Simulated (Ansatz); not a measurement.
# CH₃ClN₂: one species, many methods

The task here is to estimate one member of a computed series from the others.

The runs use Ansatz 0.2.0, Gaussian basis; functionals in def2-TZVPP, the program's frozen cores in correlated methods.

Levels to be run: LDA (SPW92), PBE-D4, revPBE-D4, BLYP-D4, r2SCAN-D4, B97M-V, PBE0-D4, B3LYP-D4, r2SCANh-D4, r2SCAN0-D4, HSE06-D4, BHLYP-D4, CAM-B3LYP-D4, LC-ωPBE, ωB97X-V, ωB97M-V, B2PLYP, PBE-QIDH; CCSD(T)/def2-SVP; CCSD(T)/def2-TZVPP; MP2/def2-QZVPP; extrapolation to the limit; RPA on PBE.

## The relaxed structure

An earlier PBE0-D4 in a triple-zeta def2 set relaxation fixed the geometry.

SMILES `N=C(N)Cl`, 7 atoms, charge 0, spin multiplicity 1.

Atoms are counted from 1 here; the program's logs count them from 0.

Bond lengths: N1–C2 1.253 Å, N1–H5 1.011 Å, C2–N3 1.356 Å, C2–Cl4 1.771 Å, N3–H6 1.006 Å, N3–H7 1.003 Å. Angles: C2–N1–H5 113.3°, N1–C2–N3 124.6°, N1–C2–Cl4 124.4°, N3–C2–Cl4 111.0°, C2–N3–H6 115.5°, C2–N3–H7 118.7°, H6–N3–H7 117.9°.

The first run:

Input file in.yaml:

```yaml
crystal:
  periodic: [false, false, false]
  atoms:
    - {symbol: N, position_ang: [-0.598290, 1.245157, -0.155719]}
    - {symbol: C, position_ang: [-0.234498, 0.046051, -0.142440]}
    - {symbol: N, position_ang: [0.756740, -0.448970, 0.638898]}
    - {symbol: Cl, position_ang: [-0.983734, -1.237765, -1.105536]}
    - {symbol: H, position_ang: [-1.391501, 1.415984, -0.759261]}
    - {symbol: H, position_ang: [1.338959, 0.238301, 1.087860]}
    - {symbol: H, position_ang: [1.173625, -1.326758, 0.390598]}
basis:
  gaussian: {orbitals: def2-TZVPP}
hamiltonian: {xc: lda}
output: {orbitals: {seedname: orbitals}}
```

Started as:

```sh
> ansatz run in.yaml --threads 2 --pin off --events-out ev --progress --plain --max-ram 4352MiB
```

Among the steps run: LDA; PBE-D4 (GGA); revPBE-D4 (GGA); BLYP-D4 (GGA); r2SCAN-D4 (meta-GGA); B97M-V (meta-GGA); PBE0-D4 (hybrid); B3LYP-D4 (hybrid); r2SCANh-D4 (hybrid); r2SCAN0-D4 (hybrid); HSE06-D4 (hybrid); BHLYP-D4 (hybrid); CAM-B3LYP-D4 (range-separated); LC-ωPBE (range-separated); ωB97X-V (range-separated); ωB97M-V (range-separated); B2PLYP (double hybrid); PBE-QIDH (double hybrid).

One of the session's tables, all rows but one given; the rest of the session is left out.

It belongs to the step «Orbital energies across the functionals». 

| functional | HOMO (eV) | LUMO (eV) | gap (eV) |
| --- | --- | --- | --- |
| LDA (SPW92) | -6.46 | -0.78 | 5.69 |
| PBE-D4 | -6.27 | -0.54 | 5.73 |
| revPBE-D4 | -6.20 | -0.45 | 5.75 |
| BLYP-D4 | -6.13 | -0.45 | 5.68 |
| r2SCAN-D4 | ? | ? | ? |
| B97M-V | -6.57 | -0.16 | 6.40 |
| PBE0-D4 | -7.58 | 0.52 | 8.10 |
| B3LYP-D4 | -7.35 | 0.23 | 7.58 |
| r2SCANh-D4 | -7.04 | 0.09 | 7.13 |
| r2SCAN0-D4 | -7.78 | 0.67 | 8.45 |
| HSE06-D4 | -7.18 | 0.13 | 7.31 |
| BHLYP-D4 | -8.78 | 1.52 | 10.30 |
| CAM-B3LYP-D4 | -8.96 | 1.61 | 10.57 |
| LC-ωPBE | -10.34 | 2.87 | 13.21 |
| ωB97X-V | -9.96 | 2.76 | 12.72 |
| ωB97M-V | -9.85 | 2.37 | 12.22 |

Estimate the missing values for r2SCAN-D4.

Worked estimate for «HOMO (eV)». Against the share of exact exchange, r2SCANh-D4 (0.1, -7.04), r2SCAN0-D4 (0.25, -7.78) give a slope of -4.93 per unit share; at 0 the line stands at -6.55.

**Answer.** HOMO (eV): -6.55; LUMO (eV): -0.30; gap (eV): 6.25. In «HOMO (eV)» the line misses by 0.00.
